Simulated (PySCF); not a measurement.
# A thermochemical cycle for SF

r²SCAN in PySCF with def2-TZVPPD on every atom, for the lowest determinant that a PBE0 search found; no spin–orbit coupling. SF, a doublet (π ↑), has De = 3.75 eV to neutral atoms, and SF⁺, a triplet (π ↑↑), has De = 4.14 eV to S⁺ + F.

At the same level the S atom ionises at 10.38 eV.

Q: What is the adiabatic ionisation energy of the molecule, and does ionisation strengthen or weaken the bond?

A: IE = IE(S) + De(neutral) − De(ion) = 10.38 + 3.75 − 4.14 = 9.99 eV. De changes by +0.39 eV, so ionisation strengthens the bond.

For an ion De counts to the pair picked by the measured ionisation energies or electron affinities, which need not be the lowest pair at this level. States were picked by a PBE0 search and need not be the measured ground states.
